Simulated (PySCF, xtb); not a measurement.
CCl₄, SMILES ClC(Cl)(Cl)Cl.

Harmonic wavenumbers (cm⁻¹) from GFN2-xTB (xtb) at its own minimum, in rising order: 188, 188, 271, 271, 271, 442, 638, 639, 639.

**Question.** What does ωB97X-D3(BJ)/def2-SVP (PySCF) give at its own minimum? (An estimate is asked for; the answer gives what the named calculation found.)

**Answer.** 224, 224, 326, 326, 326, 486, 843, 843, 843. Paired by order, the mean absolute difference is 99 cm⁻¹ and the zero-point energies are 5.1 and 6.3 kcal/mol.
